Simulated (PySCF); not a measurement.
C6H9 (doublet state).
Geometry (GFN2-xTB, Å), atoms numbered from 1 in this order:
```xyz
15
C6H9 angstrom
C      2.402    0.192    0.387
C      0.944   -0.009    0.264
C     -0.162    0.249    0.945
C     -1.151   -0.362   -0.019
C     -2.151    0.580   -0.657
C      0.130   -0.673   -0.845
H      2.775    0.795   -0.442
H      2.922   -0.767    0.366
H      2.635    0.698    1.322
H     -1.649   -1.253    0.367
H     -2.654    0.090   -1.489
H     -2.900    0.882    0.072
H     -1.648    1.472   -1.026
H      0.170   -0.151   -1.799
H      0.333   -1.736   -0.973
```

As a line formula: `CC1=[C][C@@H](C)C1` [radical].

Level of theory: PySCF, UKS B3LYP, pcH-1 on C H, non-relativistic, mean-field spin-orbit, GIAO. Geometry: GFN2-xTB; no solvent, vibrations or thermal averaging. A GFN2-xTB geometry isn't a minimum of the functional, and hyperfine couplings can be far from their values at a DFT geometry. Stability of the SCF solution: not tested.

Principal values of hyperfine tensors in MHz (contact and dipolar terms together), for some of the nuclei:

| atom | isotope | A1 | A2 | A3 |
| --- | --- | --- | --- | --- |
| C3 | 13C | 269.27 | 287.04 | 470.10 |
| C4 | 13C | 16.25 | 18.56 | 56.25 |
| H15 | 1H | 17.18 | 21.68 | 28.93 |
| H14 | 1H | 12.80 | 17.24 | 24.67 |
| C2 | 13C | -15.21 | 7.71 | 37.17 |
| H7 | 1H | -10.76 | -10.20 | -5.22 |
| H8 | 1H | -10.29 | -9.73 | -4.73 |
| C1 | 13C | 6.58 | 6.67 | 10.32 |

Question: Split each tensor into its isotropic and traceless parts, and turn a_iso into mT with g = 2.0022.

Answer: a_iso is a third of the trace, T = A − a_iso, and a(mT) = a(MHz)/(g × 13.996).

| atom | a_iso (MHz) | a_iso (mT) | T1 | T2 | T3 |
| --- | --- | --- | --- | --- | --- |
| C3 | 342.13 | 12.209 | -72.87 | -55.09 | 127.96 |
| C4 | 30.35 | 1.083 | -14.10 | -11.80 | 25.90 |
| H15 | 22.60 | 0.806 | -5.42 | -0.92 | 6.34 |
| H14 | 18.23 | 0.651 | -5.43 | -1.00 | 6.43 |
| C2 | 9.89 | 0.353 | -25.10 | -2.18 | 27.28 |
| H7 | -8.73 | -0.311 | -2.03 | -1.48 | 3.51 |
| H8 | -8.25 | -0.294 | -2.04 | -1.48 | 3.52 |
| C1 | 7.86 | 0.280 | -1.28 | -1.19 | 2.46 |

Question: What spin density at the nucleus of C1 lies behind its contact coupling (g_N = 1.40482)?

Answer: a_FC = (2μ0/3) gₑ μB g_N μN ρ(0)/(2S·h) = 800.24 MHz × g_N × ρ(0)/(2S), with ρ in bohr⁻³. With a_FC = 7.86 MHz and 2S = 1, ρ(0) = 0.006991 bohr⁻³.

Question: C6 (13C, g_N = 1.40482) isn't in the table. Its spin density at the nucleus is 0.08794 bohr⁻³. What is its contact coupling?

Answer: By the same relation, a_FC = 98.9 MHz. Its full tensor has the principal values 89.60, 91.46, 115.51 MHz.

Question: Which nucleus of the table has the largest anisotropic coupling, and what is its form?

Answer: C3: -72.9, -55.1, 128.0 MHz, rhombic: the two smaller values differ by 14 % of the largest.

Question: What first-order splitting does H15 cause when the field lies along A1, A2 or A3 of its tensor (g taken as isotropic, no quadrupole term)?

Answer: 2 lines (I = 1/2), spaced by |A_i|/(g × 13.996): 0.61, 0.77, 1.03 mT along the axes of A1, A2 and A3.
